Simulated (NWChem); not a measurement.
# sulfur dioxide (SO2); SMILES O=S=O

```xyz
3

O      1.2504     0.0000     0.3736
S      0.0000     0.0000    -0.3691
O     -1.2504     0.0000     0.3736
```
Atoms are numbered in this order, from 1.

Results from NWChem. Pople sets run with spherical d functions. Geometry: optimised at PBE0/def2-SVP. GIAO values for the isolated, static molecule; σ is the absolute isotropic shielding, δ = σ(reference) − σ with the isolated reference molecule computed at the same levels (17O: water).

For level Hartree-Fock/6-31G*:

| Quantity | Result |
|---|---|
| δ O1 (ppm) | 688.4 |
| σ S2 (ppm) | -333.9 |

Question: How do the values read with level LDA (Slater exchange, VWN5)/pcSseg-1 instead?

Answer: 
* **δ O1 (ppm)**: 724.4
* **σ S2 (ppm)**: -316.4
